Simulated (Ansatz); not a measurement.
**BNH (doublet): from Hartree-Fock to the top rungs at angle B1–N2–H3 = 180.0°, 6-31G**

Aim: climb from Hartree-Fock through coupled cluster and multireference methods for BNH (doublet) at one geometry and basis, and see what each rung misses.

Program: Ansatz 0.2.0, Gaussian basis. Level of theory: 6-31G, core rule «outside noble gas», up to 2 orbitals frozen. These are calculated values, not measurements.

Plan: UHF; CCSD(T) on ROHF; CCSD(T) on UHF; BCCD(T) on ROHF; CISD; CCSDT(Q) on ROHF; CCSDT(Q) on UHF; CCSDTQ on ROHF; CASSCF and MRCISD+Q, 3 electrons in 3 orbitals; CASSCF and NEVPT2, 3 electrons in 3 orbitals; CASSCF and MRCISD+Q, 9 electrons in 9 orbitals; CASSCF and NEVPT2, 9 electrons in 9 orbitals; Full CI.

15 further runs of the same task are left out: 2 for a known fault of the program, 1 for a mislabelled method, 8 that didn't finish, 4 set aside as unsound or not needed.

## 1. The system

The geometry derives from a PBE0/def2-TZVP stationary point (not a proven minimum). One angle is set to the value named; bond lengths are kept.

3 atoms, charge 0, spin multiplicity 2.

Atoms are counted from 1 here; the program's logs count them from 0.

Bond lengths: B1–N2 1.234 Å, N2–H3 0.993 Å. Angles: B1–N2–H3 180.0°.

## 2. UHF

Input file in.yaml:

```yaml
crystal:
  periodic: [false, false, false]
  atoms:
    - {symbol: B, position_ang: [0.000000, 0.000000, 1.153245]}
    - {symbol: N, position_ang: [0.000000, 0.000000, -0.080303]}
    - {symbol: H, position_ang: [0.000000, 0.000000, -1.072942]}
basis:
  gaussian: {orbitals: 6-31G}
magnetization: {spin_polarized: true, initial_magnetization: 1}
hamiltonian: {xc: hf}
output: {orbitals: {seedname: orbitals}}
```

Started as:

```sh
> ansatz run in.yaml --threads 1 --pin off --events-out ev --progress --plain --max-ram 2393MiB
```

The runs that follow: CCSD(T) on ROHF; CCSD(T) on UHF; BCCD(T) on ROHF; CISD; CCSDT(Q) on ROHF; CCSDT(Q) on UHF; CCSDTQ on ROHF; CASSCF and MRCISD+Q, 3 electrons in 3 orbitals; CASSCF and NEVPT2, 3 electrons in 3 orbitals; CASSCF and MRCISD+Q, 9 electrons in 9 orbitals; CASSCF and NEVPT2, 9 electrons in 9 orbitals; Full CI.

Before running them: what should the planned runs give, taken together? Wanted: FCI below the RHF energy; RMP2 from FCI; UMP2 from FCI; RCCSD from FCI; RCCSD(T) from FCI; UCCSD(T) from FCI; RCCSDT(Q) from FCI; UCCSDT(Q) from FCI; NEVPT2 pair from FCI.

**Answer**, as computed:

```
                         quantity                                                                                         value
         FCI below the RHF energy                                                                                    -4.7679 eV
                    RMP2 from FCI                                                                                    +510.3 meV
                    UMP2 from FCI                                                                                    +557.9 meV
                   RCCSD from FCI                                                                                    +191.3 meV
                RCCSD(T) from FCI                                                                                     +28.6 meV
                UCCSD(T) from FCI                                                                                     +39.4 meV
               RCCSDT(Q) from FCI                                                                                      -0.8 meV
               UCCSDT(Q) from FCI                                                                                      -4.5 meV
             NEVPT2 pair from FCI                                                                                    +399.1 meV
           MRCISD+Q pair from FCI                                                                                     +80.1 meV
          NEVPT2 valence from FCI                                                                                    +346.0 meV
levels within 1 kcal/mol (43 meV)  RCCSD(T), UCCSD(T), BCCD(T), RCCSDT, UCCSDT, RCCSDT(Q), UCCSDT(Q), RCCSDTQ, MRCISD+Q valence
                    T1 diagnostic                                                                                         0.033
   effectively unpaired electrons                                                                                          1.08
```

**Reading.** RCCSD(T) lands +28.6 meV from the yardstick (0.6 % of the correlation energy). UCCSDT(Q) falls below full CI: unrestricted runs freeze a spin-polarised core, another one than full CI's, and coupled cluster isn't variational. One determinant dominates. Of the multireference levels listed MRCISD+Q valence comes nearest in total energy (+35.0 meV), which doesn't show that its space is the better one. These misses are within one basis, not against nature; the frozen cores of restricted and unrestricted runs differ, which can shift their rows.
